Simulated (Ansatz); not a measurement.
## Relative stability

Two relaxed structures of CH5NSi, singlet (PBE0-D4/def2-TZVP; forces vanish, vibrations not checked).

A:

```xyz
8
angstrom
N -0.4347 0.6239 -1.1213
C -0.1021 0.4913 0.2806
Si 0.8769 -1.0515 0.7599
H -0.7098 -0.2591 -1.5307
H -1.1813 1.2872 -1.2798
H 0.4305 1.3838 0.6356
H -0.9746 0.4066 0.9711
H 1.0776 -0.5575 2.1912
```

B:

```
atom    x (Å)    y (Å)    z (Å)
  N1  -0.1531   0.4215   0.1782
  C2  -0.5254   0.5498  -1.0446
 Si3   0.1337  -1.0579   1.2610
  H4  -0.5059  -0.3207  -1.6901
  H5  -0.8755   1.5005  -1.4311
  H6  -0.1887   1.2852   0.7132
  H7   0.6459  -1.9359   0.1387
  H8   1.4379  -0.5019   1.7909
```

Computed with Ansatz 0.2.0 (basis: def2-TZVPP); correlated methods freeze the cores. B3LYP uses VWN-RPA correlation.

**Question.** Which structure is lower at CCSD(T), and by how much? (To be estimated.)

**Answer.** By the calculation: B, by 27.5 kJ/mol (electronic energy, against the other). By their contacts, A is CH₅NSi ([NH2][CH2][SiH]) and B is CH₅NSi ([CH2][NH][SiH2]).

All methods give the same order:

| method | E(B) − E(A) (kJ/mol) |
| --- | --- |
| PBE-D4 | -51.6 |
| r2SCAN-D4 | -53.5 |
| PBE0-D4 | -31.8 |
| B3LYP-D4 | -43.0 |
| wB97M-V | -17.0 |
| HF | -11.1 |
| MP2 | -21.8 |
| CCSD | -18.3 |
| CCSD(T) | -27.5 |

T1 diagnostic: at most 0.026. The T1 diagnostic is large here, which may signal multireference character or strong orbital relaxation, so CCSD(T) is less sure. The restricted Hartree–Fock reference is unstable towards an unrestricted one at one or more of these structures.

Labels in which every atom is bracketed show which atoms are joined, not bond orders.

For scale, one of the runs: CCSD(T)/def2-TZVPP, 174 basis functions, launched by `ansatz run in.yaml --threads 2 --pin off --events-out ev --progress --plain --max-ram 4352MiB`. Time: 34 s of wall clock on 2 CPU threads of an Arm Neoverse V1; the host was shared. Peak host memory: 1.5 GiB.
